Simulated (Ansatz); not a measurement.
What a trial cell of V2Br relaxes into

All numbers below come from Ansatz 0.2.0, DFT PBE, scalar-relativistic, plane waves, PAW. Cutoff 420 eV, Γ-centred k mesh, Gaussian smearing, no spin polarisation in the final step.

V2Br was placed on the AlB2 structure type (P6/mmm, No. 191), with Br in place of Al, V in place of B, at a guessed volume.

```
CELL_PARAMETERS angstrom
3.81684 0.00000 0.00000
-1.90842 3.30548 0.00000
0.00000 0.00000 4.12118
ATOMIC_POSITIONS crystal
V 0.33333 0.66667 0.50000
V 0.66667 0.33333 0.50000
Br 0.00000 0.00000 0.00000
```

Cell and atoms relax at zero pressure; the relaxation can't lower the symmetry of the start. After a coarse first stage the cell is made exact in the group found at 0.06 Å.

The zero of energy is the elements' standard structures at the same level; no fitted shifts are applied.

Q: Describe the relaxed structure.

A: It keeps P6/mmm (No. 191), but not the shape of the type it started on. Conventional cell: a = 4.381 Å, c = 2.922 Å. V is coordinated by 3 V at 2.53 Å, 6 Br at 2.92 Å and 2 V at 2.92 Å; Br has 12 V at 2.92 Å and 2 Br at 2.92 Å.

```xyz
3
Lattice="4.3811 0.0000 0.0000 -2.1905 3.7941 0.0000 0.0000 0.0000 2.9222" Properties=species:S:1:pos:R:3 pbc="T T T"
V     0.0000    2.5294    1.4611
V     2.1905    1.2647    1.4611
Br    0.0000    0.0000    0.0000
```

Q: What are its volume, energy, density and gap?

A: The volume per atom is 16.19 Å³. The density is 6.21 g/cm³, the energy over the elements is 0.98 eV/atom and the gap on the 12×12×16 mesh is 0 eV (a metal).

The final run used a 12×12×16 mesh on its 3-atom cell and 0.10 eV smearing. The k mesh leaves about 4 meV/atom of noise in metals. Symmetry constrained the relaxation, so the result can be a saddle point.

Cost: 4 runs of about 1.5 core-minutes in all, on Arm Neoverse V2 (shared hosts).